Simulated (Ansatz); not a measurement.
**C2H3NS: taking an electron away**

An exercise on one series of results from a longer session: the logs are not shown, and one member is left open.

Computed with Ansatz 0.2.0, Gaussian basis. Level: unrestricted cation, the program's frozen cores in correlated methods.

Levels to be run: UKS PBE-D4/def2-TZVPP; UKS r2SCAN-D4/def2-TZVPP; UKS PBE0-D4/def2-TZVPP; UKS B3LYP-D4/def2-TZVPP; UKS wB97X-V/def2-TZVPP; UKS wB97M-V/def2-TZVPP; UKS B2PLYP/def2-TZVPP; UHF-CCSD(T)/def2-TZVPP; UHF-MP2/def2-QZVPP; extrapolation to the limit; then −ε(HOMO) from the neutral's earlier runs with LDA (SPW92), PBE-D4, revPBE-D4, BLYP-D4, r2SCAN-D4, B97M-V, PBE0-D4, B3LYP-D4, r2SCANh-D4, r2SCAN0-D4, HSE06-D4, BHLYP-D4, CAM-B3LYP-D4, LC-ωPBE, ωB97X-V, ωB97M-V.

## The geometry

An earlier PBE0-D4 in a triple-zeta def2 set relaxation fixed the geometry.

SMILES `SC1=NC1`, 7 atoms, charge 0, spin multiplicity 1.

Atoms are counted from 1 here; the program's logs count them from 0.

Bond lengths: S1–C2 1.710 Å, S1–H5 1.342 Å, C2–N3 1.253 Å, C2–C4 1.440 Å, N3–C4 1.523 Å, C4–H6 1.087 Å, C4–H7 1.087 Å. Angles: C2–S1–H5 95.2°, S1–C2–N3 139.8°, S1–C2–C4 151.7°, N3–C2–C4 68.5°, C2–N3–C4 61.6°, C2–C4–N3 49.9°, C2–C4–H6 120.2°, C2–C4–H7 120.2°, N3–C4–H6 116.8°, N3–C4–H7 116.8°, H6–C4–H7 116.1°.

The first run:

File in.yaml:

```yaml
crystal:
  periodic: [false, false, false]
  atoms:
    - {symbol: S, position_ang: [-1.585666, -0.740513, -1.080093]}
    - {symbol: C, position_ang: [-0.218021, -0.523201, -0.076939]}
    - {symbol: N, position_ang: [0.553198, -1.193338, 0.647814]}
    - {symbol: C, position_ang: [0.791823, 0.305848, 0.529479]}
    - {symbol: H, position_ang: [-1.691812, 0.553154, -1.421101]}
    - {symbol: H, position_ang: [0.552283, 0.910288, 1.400779]}
    - {symbol: H, position_ang: [1.659397, 0.619760, -0.045541]}
basis:
  gaussian: {orbitals: def2-TZVPP}
total_charge: 1
magnetization: {spin_polarized: true, initial_magnetization: 1}
hamiltonian: {xc: pbe, dispersion: d4}
```

Run with:

```bash
> ansatz run in.yaml --threads 2 --pin off --events-out ev --progress --plain --max-ram 4352MiB
```

Among the steps run: Cation, UKS PBE-D4/def2-TZVPP; Cation, UKS r2SCAN-D4/def2-TZVPP; Cation, UKS PBE0-D4/def2-TZVPP; Cation, UKS B3LYP-D4/def2-TZVPP; Cation, UKS wB97X-V/def2-TZVPP; Cation, UKS wB97M-V/def2-TZVPP; Cation, UKS B2PLYP (frozen core)/def2-TZVPP; Cation, UHF-CCSD(T)/def2-TZVPP; Cation, UHF-MP2/def2-QZVPP.

One table of the session follows, with a row left open; its other results are not shown here.

For comparison, −ε(HOMO) of the neutral from earlier runs:

| functional | −ε(HOMO) (eV) |
| --- | --- |
| LDA (SPW92) | 6.52 |
| PBE-D4 | 6.38 |
| revPBE-D4 | 6.33 |
| BLYP-D4 | 6.23 |
| r2SCAN-D4 | 6.60 |
| B97M-V | 6.64 |
| PBE0-D4 | 7.55 |
| B3LYP-D4 | 7.32 |
| r2SCANh-D4 | ? |
| r2SCAN0-D4 | 7.70 |
| HSE06-D4 | 7.15 |
| BHLYP-D4 | 8.59 |
| CAM-B3LYP-D4 | 8.85 |
| LC-ωPBE | 10.21 |
| ωB97X-V | 9.83 |
| ωB97M-V | 9.69 |

Estimate the missing values for r2SCANh-D4.

Worked estimate for «−ε(HOMO) (eV)». Against the share of exact exchange, r2SCAN-D4 (0, 6.60), r2SCAN0-D4 (0.25, 7.70) give a slope of 4.40 per unit share; at 0.1 the line stands at 7.04.

As computed: −ε(HOMO) (eV): 7.04. In «−ε(HOMO) (eV)» the line misses by 0.00.
